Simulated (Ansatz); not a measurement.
Born–Oppenheimer molecular dynamics of C4H9N (14 atoms, charge 0, multiplicity 1). It starts from a relaxed structure.

All numbers below come from RKS PBE0-D4/STO-3G (Ansatz).

```
ensemble        : NVT, Nosé–Hoover chain
time step       : 0.5 fs
steps asked     : 166
set temperature : 700 K
thermostat      : time constant 1 fs, chain length 1
seed            : 899366
```

First frame:

```xyz
14
Properties=species:S:1:pos:R:3
C -1.660 -0.629 1.031
C -0.177 -0.572 0.716
C 0.382 0.120 -0.293
C 1.887 0.122 -0.549
N -0.372 0.835 -1.297
H -1.821 -0.736 2.112
H -2.150 -1.485 0.539
H -2.186 0.280 0.702
H 0.479 -1.164 1.358
H 2.291 1.145 -0.511
H 2.403 -0.484 0.204
H 2.107 -0.288 -1.545
H -1.313 1.092 -0.916
H 0.118 1.734 -1.522
```

(1) How far do the bonds stretch over the last three quarters of this one trajectory? (Pairs bonded in most of those frames.)

## Answers

(1) 
| bond | mean (Å) | spread (Å) | shortest | longest |
| --- | --- | --- | --- | --- |
| C1–C2 | 1.521 | 0.023 | 1.48 | 1.57 |
| C1–H6 | 1.110 | 0.021 | 1.07 | 1.17 |
| C1–H7 | 1.108 | 0.054 | 1.00 | 1.24 |
| C1–H8 | 1.110 | 0.038 | 1.02 | 1.20 |
| C2–C3 | 1.342 | 0.021 | 1.29 | 1.38 |
| C2–H9 | 1.099 | 0.027 | 1.04 | 1.15 |
| C3–C4 | 1.527 | 0.040 | 1.45 | 1.62 |
| C3–N5 | 1.455 | 0.037 | 1.40 | 1.52 |
| C4–H10 | 1.107 | 0.031 | 1.06 | 1.17 |
| C4–H11 | 1.102 | 0.032 | 1.03 | 1.16 |
| C4–H12 | 1.104 | 0.033 | 1.04 | 1.18 |
| N5–H13 | 1.052 | 0.026 | 1.00 | 1.12 |
| N5–H14 | 1.054 | 0.037 | 0.98 | 1.17 |

Mean temperature of the second half: 694 K. The conserved energy stayed within 1.4 meV per atom of its start (net change 0.79 meV per atom), so the integration is sound. A run of 0.083 ps of so small a system gives no equilibrium averages. Limits of this set-up: minimal basis.

Run time: 5.8 min on 1 thread of Intel(R) Xeon(R) Platinum 8375C CPU @ 2.90GHz (Ice Lake), on a shared host, peak memory 0.11 GiB.
